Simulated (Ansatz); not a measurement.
N–CH3, quintet in cc-pVDZ: errors against UCCSDT(Q)

Geometry: that of the N–CH3, triplet, kept fixed. The triplet lies 10.0 eV lower here.

| atom | x (Å) | y (Å) | z (Å) |
| --- | --- | --- | --- |
| N | -0.7673 | 0.0072 | 0.0072 |
| C | 0.6359 | -0.0060 | -0.0060 |
| H | 1.0187 | -1.0379 | -0.0046 |
| H | 1.0416 | 0.5087 | 0.8782 |
| H | 1.0248 | 0.5001 | -0.9026 |

Basis cc-pVDZ; Ansatz 0.2.0. Only valence electrons are correlated (noble-gas cores frozen), which leaves 12 electrons in 41 orbitals. Prefix R: restricted or restricted open-shell reference; prefix U: unrestricted. Active spaces: valence = (12e, 11o) chosen from the atoms' valence shells.

Full CI isn't at hand for all of this; UCCSDT(Q) serves as the reference, and is uncertain by the last step of the cluster series or more. The frozen core follows each run's orbitals, which can shift R against U totals by a few meV.

For open shells CISD is restricted-active-space CI with the open shells as a complete middle space.

- UHF ⟨S²⟩: 6.022
- T1 diagnostic (RCCSD): 0.0374
- largest doubles amplitude (RCCSD): 0.032
- T1 diagnostic (UCCSD): 0.0275

| level | E − E(RHF) (eV) |
| --- | --- |
| UHF | -0.2177 |
| RMP2 | -6.4302 |
| UMP2 | -6.4747 |
| RCCSD | -7.4428 |
| UCCSD | -7.4465 |
| RCCSD(T) | -7.6825 |
| UCCSD(T) | -7.6824 |

Problem. Estimate how far UCCSDT(Q) in cc-pVDZ lies from RCCSD(T). The table doesn't fix it; the size of (T) and the diagnostics are the guide.

Solution. UCCSDT(Q) in cc-pVDZ lies 58 meV below RCCSD(T), which is 24 % of the (T) step (-240 meV). T1 is raised, but (T) still catches most of what CCSD lacks. The miss exceeds 1 kcal/mol.

The other levels:

```tsv
level	E − E(UCCSDT(Q)) (meV)	share of correlation (%)	wall time
CISD	771	90.03	15 s
BCCD(T)	59	99.23	7 s
RCCSDT	16	99.80	–
UCCSDT	15	99.81	–
RCCSDT(Q)	4	99.95	39 s
CASSCF (valence space)	5765	25.53	–
NEVPT2 (valence space)	1175	84.82	6.5 s
MRCISD (valence space)	462	94.03	–
MRCISD+Q (valence space)	90	98.83	13 s
```

The correlation energy at UCCSDT(Q), counted from RHF, is -7.740 eV. That run took 35 s on 1 thread of Intel Xeon, shared host.

Times hold each run's SCF and search for its determinant on a shared host, so for small cases they say little of a method's own cost; they ran on 1 thread of Intel Xeon. Some runs computed forces too.

Natural occupations of CASSCF (valence space) about the gap: 1.974 1.974 1.005 1.005 1.002 0.998 0.024 0.024 0.023; effectively unpaired electrons, Σ n²(2−n)², 4.01.
